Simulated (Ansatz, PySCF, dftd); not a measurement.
System: C3H5, charge 0, doublet. C3H5 (SMILES [CH2]C=C, doublet).
B3LYP-D3(BJ)/def2-TZVP minimum from Ansatz (an electronic-structure program):
```
C
C 1 1.3797
C 1 1.3797 2 124.97
H 3 1.0806 1 121.50 2 180.00
H 2 1.0806 1 121.50 3 180.00
H 3 1.0830 4 117.52 1 180.00
H 2 1.0830 5 117.52 1 180.00
H 1 1.0865 2 117.52 5 0.00
```
Charge 0, spin multiplicity 2.

Property: enthalpy of formation at 298 K (by atomisation, with ideal-gas terms from PySCF's Hessian at B3LYP-D3(BJ)/def2-TZVP and the atoms' measured values of the G2/97 table; no spin-orbit terms), in kJ/mol. UHF or UKS for unpaired electrons; spin-orbit terms are left out. Correlated methods leave the cores frozen. Rows without X2C or -DK are non-relativistic. CBS(X,Y): correlation extrapolated as X^-3, Hartree-Fock from the larger set. A bracket is a step between two methods taken in the basis named. The functionals are non-relativistic, so their misses hold any scalar relativity. Double hybrids freeze cores in their MP2 part. 'core' is core correlation in cc-pwCVTZ, 'X2C' scalar relativity in cc-pVTZ-DK, both at CCSD(T). For partners of very few electrons the exact lower level stands in for a higher one. The UHF reference of C3H5 ([CH2]C=C, doublet) is spin-contaminated (<S^2> up to 0.20 over the pure value in the sets run).

| level | program | enthalpy of formation at 298 K (kJ/mol) | difference against the last row |
|---|---|---|---|
| HF/cc-pVDZ | Ansatz | 952.6 | 787.5 |
| PBE-D3(BJ)/def2-TZVPD | Ansatz + dftd3 | 86.5 | -78.6 |
| r2SCAN-D3(BJ)/def2-TZVPD | Ansatz + dftd3 | 141.5 | -23.6 |
| r2SCANh-D4/def2-TZVPD | Ansatz + dftd4 | 156.5 | -8.6 |
| B2GP-PLYP-D3(BJ)/def2-TZVPD | Ansatz + dftd3 | 206.0 | 40.9 |
| MP2/CBS(cc-pVTZ,cc-pVQZ) | Ansatz | 171.3 | 6.2 |
| CCSD/aug-cc-pVTZ | Ansatz | 277.3 | 112.2 |
| CCSDT(Q)/cc-pVDZ | Ansatz | 394.0 | 228.9 |
| CCSD(T)/CBS(cc-pVTZ,cc-pVQZ) + [CCSDT(Q) - CCSD(T)]/cc-pVDZ + core + X2C | Ansatz | 165.1 | 0.0 |
